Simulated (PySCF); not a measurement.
C₄H₁₀. Atoms are numbered in the order given.

```xyz
14

C     -1.2637    -0.7296    -0.0952
C      0.0000     0.0000     0.3715
C      0.0000     1.4592    -0.0952
C      1.2637    -0.7296    -0.0952
H     -2.1759    -0.2278     0.2665
H     -1.3140    -0.7586    -1.1975
H     -1.2852    -1.7704     0.2665
H      0.0000     0.0000     1.4778
H     -0.8906     1.9983     0.2665
H      0.0000     1.5173    -1.1975
H      0.8906     1.9983     0.2665
H      2.1759    -0.2278     0.2665
H      1.2852    -1.7704     0.2665
H      1.3140    -0.7586    -1.1975
```

Geometry: B3LYP-D3(BJ)/def2-SVP.

Computed with B3LYP-D3(BJ)/def2-SVP run with PySCF.

Harmonic, unscaled wavenumbers; measured fundamentals usually lie a few per cent lower.

Modes within 1.5 cm⁻¹ of each other (mostly degenerate sets) share a row, with their intensities summed.

```tsv
mode	ν (cm⁻¹)	IR (km/mol)	Raman (Å⁴/amu)	depolarisation	moving atoms (share of kinetic energy)
1	220	0.0	0.0	–	H 99 %
2–3	268	0.0	0.0	–	H 94 %
4–5	369	0.0	0.5	0.75	C 55 %, H 45 %
6	436	0.3	0.4	0.05	C 52 %, H 48 %
7	807	0.7	9.7	0.14	C 69 %, H 31 %
8–9	923	2.1	1.8	0.75	H 83 %, C 17 %
10	951	0.0	0.0	–	H 82 %, C 18 %
11–12	977	0.3	12.9	0.75	H 54 %, C 46 %
13–14	1190	4.2	7.7	0.75	H 55 %, C 45 %
15	1200	0.4	0.4	0.02	C 52 %, H 48 %
16–17	1349	7.4	12.8	0.75	H 72 %, C 28 %
18–19	1390	13.4	5.6	0.75	H 73 %, C 27 %
20	1412	2.2	0.8	0.71	H 79 %, C 21 %
21	1455	0.0	0.0	–	H 96 %
22–23	1460	0.6	68.0	0.75	H 97 %
24–25	1481	5.3	15.4	0.75	H 93 %
26	1486	14.5	0.2	0.56	H 96 %
27	3006	17.1	161.3	0.35	H 92 %
28–29	3015	61.7	1.0	0.75	H 97 %
30	3021	13.4	338.5	0.00	H 97 %
31–32	3091	10.2	33.6	0.75	H 91 %, C 9 %
33	3099	84.2	124.6	0.56	H 91 %, C 9 %
34	3102	0.0	0.0	–	H 90 %, C 10 %
35–36	3105	95.3	242.3	0.75	H 91 %, C 9 %
```
